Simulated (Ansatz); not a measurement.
# C2H4S: taking an electron away

Aim: the vertical ionisation energy of C2H4S, as cation minus neutral at the neutral's geometry, on several levels, and how well −ε(HOMO) stands in for it.

Program: Ansatz 0.2.0, Gaussian basis. Level of theory: unrestricted cation, the program's frozen cores in correlated methods. These are calculated values, not measurements.

The runs, in order: UKS PBE-D4/def2-TZVPP; UKS r2SCAN-D4/def2-TZVPP; UKS PBE0-D4/def2-TZVPP; UKS B3LYP-D4/def2-TZVPP; UKS wB97X-V/def2-TZVPP; UKS wB97M-V/def2-TZVPP; UKS B2PLYP/def2-TZVPP; UHF-CCSD(T)/def2-TZVPP; UHF-MP2/def2-QZVPP; extrapolation to the limit; then −ε(HOMO) from the neutral's earlier runs with LDA (SPW92), PBE-D4, revPBE-D4, BLYP-D4, r2SCAN-D4, B97M-V, PBE0-D4, B3LYP-D4, r2SCANh-D4, r2SCAN0-D4, HSE06-D4, BHLYP-D4, CAM-B3LYP-D4, LC-ωPBE, ωB97X-V, ωB97M-V.

1 further run of the same task is left out (it didn't finish).

## Step 1: The relaxed structure

All runs share one geometry, relaxed beforehand with PBE0-D4 in a triple-zeta def2 set.

SMILES `CC=S`, 7 atoms, charge 0, spin multiplicity 1.

Atoms are counted from 1 here; the program's logs count them from 0.

Bond lengths: C1–C2 1.482 Å, C1–H4 1.096 Å, C1–H5 1.096 Å, C1–H6 1.089 Å, C2–S3 1.608 Å, C2–H7 1.094 Å. Angles: C2–C1–H4 109.7°, C2–C1–H5 109.7°, C2–C1–H6 111.8°, H4–C1–H5 106.0°, H4–C1–H6 109.7°, H5–C1–H6 109.7°, C1–C2–S3 126.2°, C1–C2–H7 114.7°, S3–C2–H7 119.0°.

Coordinates:

```xyz
7
C2H4S
C    -0.5531    0.3365   -0.1430
C     0.6900   -0.4372    0.0889
S     1.3789   -0.7251    1.5134
H    -1.2888   -0.2917   -0.6586
H    -0.3458    1.1753   -0.8177
H    -0.9767    0.7098    0.7881
H     1.1566   -0.8354   -0.8167
```

## Step 2: Cation, UKS PBE-D4/def2-TZVPP

The input, in.yaml:

```yaml
crystal:
  periodic: [false, false, false]
  atoms:
    - {symbol: C, position_ang: [-0.553085, 0.336502, -0.143004]}
    - {symbol: C, position_ang: [0.690040, -0.437229, 0.088861]}
    - {symbol: S, position_ang: [1.378869, -0.725134, 1.513381]}
    - {symbol: H, position_ang: [-1.288809, -0.291725, -0.658555]}
    - {symbol: H, position_ang: [-0.345838, 1.175277, -0.817733]}
    - {symbol: H, position_ang: [-0.976669, 0.709802, 0.788084]}
    - {symbol: H, position_ang: [1.156593, -0.835393, -0.816734]}
basis:
  gaussian: {orbitals: def2-TZVPP}
total_charge: 1
magnetization: {spin_polarized: true, initial_magnetization: 1}
hamiltonian: {xc: pbe, dispersion: d4}
```

Started as:

```bash
ansatz run in.yaml --threads 4 --pin off --events-out ev --progress --plain --max-ram 10444MiB
```

After this run come: Cation, UKS r2SCAN-D4/def2-TZVPP; Cation, UKS PBE0-D4/def2-TZVPP; Cation, UKS B3LYP-D4/def2-TZVPP; Cation, UKS wB97X-V/def2-TZVPP; Cation, UKS wB97M-V/def2-TZVPP; Cation, UKS B2PLYP (frozen core)/def2-TZVPP; Cation, UHF-CCSD(T)/def2-TZVPP; Cation, UHF-MP2/def2-QZVPP.

Q: Predict the results of all the runs planned. Wanted: ionisation energy, CCSD(T)/CBS; nearest functional by difference; nearest −ε(HOMO); −ε(HOMO) of PBE; T1 of the cation.

The runs gave:

| quantity | value |
| --- | --- |
| ionisation energy, CCSD(T)/CBS | 9.06 eV |
| nearest functional by difference | ωB97M-V (-0.19 eV) |
| nearest −ε(HOMO) | LC-ωPBE (+0.15 eV) |
| −ε(HOMO) of PBE | 5.22 eV |
| T1 of the cation | 0.026 |

**Reading.** By cation minus neutral, the functionals miss by 0.34 eV at most. −ε(HOMO) of PBE misses by 3.8 eV, since self-interaction lifts the level. Among orbital estimates LC-ωPBE comes nearest. Hartree-Fock falls 1.41 eV short, as the neutral has more correlation energy than the cation.
